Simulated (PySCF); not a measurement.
# Electronic absorption of C3H4F2

Species: C₃H₄F₂.
SMILES: `C=CC(F)F`

Computed, not measured: TDDFT CAM-B3LYP/def2-SVPD, vertical, gas phase, core orbitals frozen in the response (PySCF). Geometry: PBE0-D3(BJ)/def2-SVP, one conformer, isolated molecule. Torsions of this conformer, `[CH2:1]=[CH:2][CH:3]([F:4])[F:5]`: C1–C2–C3–F4 7°.

```csv
state,E (eV),ν̃ (cm⁻¹),f,"main configurations (H = HOMO, L = LUMO)"
S1,7.58,61130,0.366,H→L (90%)
S2,7.87,63470,0.026,H-1→L (83%)
S3,7.99,64460,0.058,H→L+1 (89%)
S4,8.69,70100,0.0051,"H→L+2 (77%), H→L+3 (15%)"
S5,8.88,71630,0.0024,H-2→L (74%)
S6,9.12,73590,0.0050,"H→L+3 (69%), H→L+2 (13%)"
S7,9.65,77810,0.028,H-1→L+1 (78%)
S8,9.86,79530,0.010,H→L+5 (84%)
S9,9.95,80230,0.0037,"H-3→L (42%), H-6→L (21%), H-5→L (15%)"
S10,10.11,81550,0.024,"H→L+4 (65%), H→L+6 (21%)"
```

Triplets, Tamm–Dancoff:

```tsv
state	E (eV)	λ (nm)	main configurations (H = HOMO, L = LUMO)
T1	4.37	283.9	H→L (92%)
T2	7.38	168.1	H-1→L (85%), H-2→L (10%)
T3	7.80	158.9	H→L+1 (88%)
T4	8.35	148.6	H-2→L (70%), H-4→L (9%)
```

The lowest singlet comes at 164 nm (731 kJ/mol) in the vacuum ultraviolet; it is strong; its leading configuration is HOMO→LUMO (90%). The lowest level is also the most intense of those listed (f = 0.366). Löwdin shares by element: HOMO carbon 85% (atoms not listed hold the other 15%); LUMO carbon 74%, hydrogen 6% or more (atoms not listed hold the other 20%). The listed states span 2.53 eV, and the widest gap between neighbours is 0.70 eV (S3 to S4). Of the 10 states listed, 6 reach f = 0.01 and none stays under 0.0005. The oscillator strengths of these states sum to 0.529; summed over the whole spectrum of an exact calculation they would give the number of electrons, 40 (Thomas–Reiche–Kuhn). All these states lie below the vertical ionisation energy of 10.92 eV (ΔSCF). The window holds the lowest 10 singlets.
